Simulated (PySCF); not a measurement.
## Basis-set dependence of excited states

Species: CH2ClF.
InChI=1S/CH2ClF/c2-1-3/h1H2

TDDFT with PBE0 (PySCF), vertical singlets, core orbitals frozen in the response, spherical d and f functions. Geometry: PBE0-D3(BJ)/def2-SVP; no solvent, vibrations or thermal averaging.

```json
{"basis": "6-31G*", "functions": "50", "diffuse": "no", "S1 (eV)": "7.80", "S2 (eV)": "8.29", "S3 (eV)": "9.87", "S4 (eV)": "10.01", "S5 (eV)": "10.20", "LUMO (eV)": "0.96", "α (au)": "20.9"}
{"basis": "def2-SVP", "functions": "56", "diffuse": "no", "S1 (eV)": "8.05", "S2 (eV)": "8.54", "S3 (eV)": "9.38", "S4 (eV)": "10.00", "S5 (eV)": "10.25", "LUMO (eV)": "1.29", "α (au)": "20.1"}
{"basis": "6-31+G*", "functions": "62", "diffuse": "yes", "S1 (eV)": "7.45", "S2 (eV)": "7.96", "S3 (eV)": "8.16", "S4 (eV)": "8.71", "S5 (eV)": "8.71", "LUMO (eV)": "0.12", "α (au)": "24.4"}
{"basis": "def2-SVPD", "functions": "86", "diffuse": "yes", "S1 (eV)": "7.50", "S2 (eV)": "8.03", "S3 (eV)": "8.40", "S4 (eV)": "9.00", "S5 (eV)": "9.13", "LUMO (eV)": "0.26", "α (au)": "29.9"}
{"basis": "aug-cc-pVDZ", "functions": "91", "diffuse": "yes", "S1 (eV)": "7.35", "S2 (eV)": "7.82", "S3 (eV)": "7.88", "S4 (eV)": "8.39", "S5 (eV)": "8.54", "LUMO (eV)": "-0.15", "α (au)": "29.6"}
{"basis": "def2-TZVP", "functions": "111", "diffuse": "no", "S1 (eV)": "7.62", "S2 (eV)": "8.14", "S3 (eV)": "8.95", "S4 (eV)": "9.53", "S5 (eV)": "9.61", "LUMO (eV)": "0.68", "α (au)": "25.5"}
{"basis": "def2-TZVPD", "functions": "141", "diffuse": "yes", "S1 (eV)": "7.30", "S2 (eV)": "7.82", "S3 (eV)": "8.01", "S4 (eV)": "8.58", "S5 (eV)": "8.71", "LUMO (eV)": "0.06", "α (au)": "30.6"}
{"basis": "aug-cc-pVTZ", "functions": "188", "diffuse": "yes", "S1 (eV)": "7.31", "S2 (eV)": "7.79", "S3 (eV)": "7.84", "S4 (eV)": "8.36", "S5 (eV)": "8.49", "LUMO (eV)": "-0.18", "α (au)": "30.4"}
```

**Question.** How much do these states and the polarisability depend on the basis?

**Answer.** States are compared by their number. Against the largest diffuse basis here (aug-cc-pVTZ, itself not a converged limit), sets without diffuse functions differ by up to 0.74 eV in S1 and 1.76 eV in S5; the smaller diffuse sets differ by up to 0.20 and 0.63 eV. Every set without diffuse functions puts S1 more than 0.3 eV higher, so even the lowest state needs them here. State by state, the largest deviation of a set without diffuse functions is S1 0.74, S2 0.75, S3 2.04, S4 1.65, S5 1.76 eV. The same number needn't mean the same state in each row. Against aug-cc-pVTZ the polarisability deviates by -31% in 6-31G*, -34% in def2-SVP, -20% in 6-31+G*, -2% in def2-SVPD, -3% in aug-cc-pVDZ, -16% in def2-TZVP, 0% in def2-TZVPD. A single + in a Pople set puts diffuse functions on heavy atoms only.
